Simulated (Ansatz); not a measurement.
A made-up structure of BSiH₅S, closed shell:

```
8
angstrom
B 0.7377 -0.7747 0.7484
S -1.0624 -0.7467 -0.4372
Si -1.0241 0.9388 -0.9921
H -2.0873 1.3620 -1.8329
H 0.0223 1.8197 -0.6107
H 0.6597 -0.0019 1.5964
H 1.6474 -0.5407 0.0849
H 0.8338 -1.8330 1.1881
```

It is relaxed with PBE-D4/def2-SVP and then PBE0-D4/def2-TZVP (Ansatz 0.2.0). Atoms count as bonded within 1.22 times the sum of their covalent radii (H–H: 0.88 Å). The end point is not checked to be a true minimum.

Question: Does its bonding change? (Judge from chemistry; the calculation decides.)

Answer: Computed: No: no bond forms or breaks.

Where it ends: The first stage lowers the energy by 1.54 eV in 17 steps. It ends as BSiH₅S ([BH3][S][SiH2]):
B1  (0.842, -0.820, 0.701)
S2  (-0.546, -0.918, -0.766)
Si3  (-1.071, 0.972, -0.912)
H4  (-2.096, 1.403, -1.889)
H5  (-0.500, 2.054, -0.088)
H6  (0.915, 0.344, 1.025)
H7  (1.816, -1.257, 0.140)
H8  (0.366, -1.554, 1.532)
(Å)

Labels in which every atom is bracketed show which atoms are joined, not bond orders.

For scale, one of the runs: PBE0-D4/def2-TZVP relaxation, 135 basis functions, launched by `ansatz run in.yaml --threads 2 --pin off --events-out ev --progress --plain --max-ram 4352MiB`. The run took about 20 s on 2 CPU threads of an Arm Neoverse V1 (shared host).
